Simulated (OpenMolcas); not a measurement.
**BNH4 (SMILES BN): methods side by side**

BNH4 has 6 atoms, charge 0, and is taken as a singlet. As SMILES, `BN`. The coordinates come from a PBE0-D4/def2-TZVP relaxation.

```xyz
6

B    -0.1282   -0.6796   -0.0256
N     0.1461    0.6774    0.0108
H     0.2258   -1.3680    0.8875
H    -0.7120   -1.1287   -0.9692
H    -0.1216    1.3137   -0.7208
H     0.6320    1.1214    0.7713
```

Quantity: the energy change with the N2–H5 bond stretched from 1.006 to 1.509 Å, in eV. The values are calculated.

```tsv
level	kind	program	value (eV)	less FCI/STO-3G	CPU time (all runs)
HF/STO-3G (restricted)	Hartree–Fock	OpenMolcas	3.38	+1.05	3.3 s
SVWN5/STO-3G (restricted)	LDA	OpenMolcas	2.38	+0.05	8.2 s
PBE/STO-3G (restricted)	GGA	OpenMolcas	2.28	-0.05	9.1 s
r2SCAN/STO-3G (restricted)	meta-GGA	OpenMolcas	2.51	+0.18	11 s
B2PLYP/STO-3G (restricted)	double hybrid	OpenMolcas	2.61	+0.28	8.1 s
ACPF/STO-3G (restricted)	coupled cluster or CI	OpenMolcas	2.31	-0.02	3.5 s
CCSD(T)/STO-3G (restricted)	coupled cluster or CI	OpenMolcas	2.34	+0.01	4.3 s
FCI/STO-3G	exact in the basis	OpenMolcas	2.33	0.00	90 s
```

FCI/STO-3G is exact within its basis and frozen core, so for wave-function methods in that basis the difference is their error; functionals converge differently with the basis, so for them it is only a difference. Spin-restricted single references rise too steeply as a bond breaks, Hartree–Fock most of all. The first shape isn't each level's own minimum. The values span 2.28 to 3.38 eV. All rows use very small basis sets, so even the best lies far from the true value. CPU times are rough (shared hosts, several kinds of processor): they show what a rung costs within a factor of a few.
